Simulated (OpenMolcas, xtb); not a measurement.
# A ladder of methods for AlNH4 (SMILES [NH2][AlH2])

The species is AlNH4 (6 atoms), meant as a singlet with charge 0. SMILES: `[NH2][AlH2]`. Geometry: a GFN2-xTB relaxation, a rough one for these elements and not checked as a minimum.

Quantity: the vertical ionisation energy (to the doublet cation), in eV. The values are calculated.

```csv
level,kind,program,value (eV),less FCI/STO-3G,CPU time (all runs)
GFN2-xTB,semi-empirical,xtb,14.14,+8.72,under 2 s
HF/STO-3G,Hartree–Fock,OpenMolcas,5.16,-0.26,3.6 s
SVWN5/STO-3G,LDA,OpenMolcas,6.46,+1.04,12 s
PBE/STO-3G,GGA,OpenMolcas,6.47,+1.05,15 s
r2SCAN/STO-3G,meta-GGA,OpenMolcas,6.53,+1.11,19 s
M06-2X/STO-3G,hybrid meta-GGA,OpenMolcas,6.88,+1.46,19 s
PBE0/STO-3G,global hybrid,OpenMolcas,6.60,+1.18,14 s
"CCSD(T)/STO-3G, open shells restricted",coupled cluster or CI,OpenMolcas,5.42,0.00,5 s
"FCI/STO-3G, open shells restricted",exact in the basis,OpenMolcas,5.42,0.00,90 s
```

FCI/STO-3G, open shells restricted is exact within its basis and frozen core, so for wave-function methods in that basis the difference is their error; functionals converge differently with the basis, so for them it is only a difference. The values span 5.16 to 14.14 eV. The xTB values lack the empirical shift that such differences need. All rows use very small basis sets, so even the best lies far from the true value. Times are those of the runs behind each value, whatever else they computed, on shared processors of several kinds: orders of magnitude only.
